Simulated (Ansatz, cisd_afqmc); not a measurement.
System: HF, charge 1, doublet. HF+ (parent SMILES F, doublet).
B3LYP-D3(BJ)/def2-TZVP minimum from Ansatz (an electronic-structure program):
```xyz
2

F      0.0000     0.0000    -0.1016
H      0.0000     0.0000     0.9148
```
Charge +1, spin multiplicity 2.

Total energies in cc-pVDZ, 7 correlated electrons, 1 frozen orbitals. Open shells are spin-unrestricted; no spin-orbit coupling. Correlated methods leave the cores frozen. No relativity. AFQMC/CISD: phaseless, guided by CISD from CCSD amplitudes; bars are statistical, one sigma. Outlying blocks are dropped, and bars are widened where a walk drifts. Over all cases where full CI ran beside it in this data, AFQMC minus full CI had a median of +0.1 mEh and passed +0.4 mEh in a tenth of the cases. Full CI freezes restricted core orbitals and the other rows unrestricted ones, which leaves a small offset even where coupled cluster is exact.

```tsv
method	program	energy (Eh)	error against FCI (mEh)
HF	Ansatz	-99.50257	164.88
MP2	Ansatz	-99.65252	14.94
CCSD	Ansatz	-99.66555	1.90
CCSD(T)	Ansatz	-99.66721	0.25
CCSDT(Q)	Ansatz	-99.66749	-0.03
CCSDTQ	Ansatz	-99.66749	-0.04
AFQMC/CISD	cisd_afqmc	-99.6673 ± 0.0001	0.1 ± 0.1
FCI	Ansatz	-99.66746	0.00
```

Rough core times of Ansatz's runs on a shared machine: CCSD(T) under 20 s, CCSDT(Q) under 20 s, CCSDTQ 40 s, FCI under 20 s.
